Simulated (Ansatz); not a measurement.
# Rock-salt SnTe (cubic form, which distorts at low temperature)

These are B3LYP (VWN-RPA form) in Ansatz (PAW) values and carry that method's errors.

Numerical settings: plane-wave cutoff 460 eV, 8×8×8 k mesh, Fermi–Dirac smearing 0.01 eV, scalar-relativistic PAW data made under PBE.

Cell: relaxed at this level.

* **equilibrium volume per atom**: 34.73 Å³/atom
* **bulk modulus B0**: 37.2 GPa
* **lattice parameter a**: 6.525 Å
* **band gap**: 0.96 eV (on the SCF k mesh)
* **Γ–Γ gap**: 6.20 eV
* **pressure derivative B′ of the bulk modulus**: 4.4

Measured, for comparison: band gap 0.3 eV (4 K, zero-point motion not removed, bulk gap, ARPES or transport; rounded; as tabulated in Ando (2013), arXiv:1304.5693); equilibrium volume per atom 31.50 Å³/atom, lattice constant a 6.316 Å (room temperature, no zero-point or thermal correction; as tabulated in Maiti et al. (2022), arXiv:2109.01420); bulk modulus 37.8 GPa (temperature not stated, no zero-point or thermal correction; as tabulated in Toher et al. (2017), arXiv:1611.05714). Computed (rounded) less measured: equilibrium volume per atom +10.3 %, bulk modulus -2 %, lattice constant a +3.3 %.

Note: the cell is over a tenth larger than the published one (another phase or state, or a fault of the published cell, is possible); symmetry holds this phase in the static calculation, where it need not be a minimum.

Spin–orbit coupling is not included; with these elements it can move the gap by several tenths of an eV or more.

The computed numbers hold no vibrational or temperature effects.

It cost roughly 23 core-minutes of CPU time.

Ansatz is an electronic-structure program.
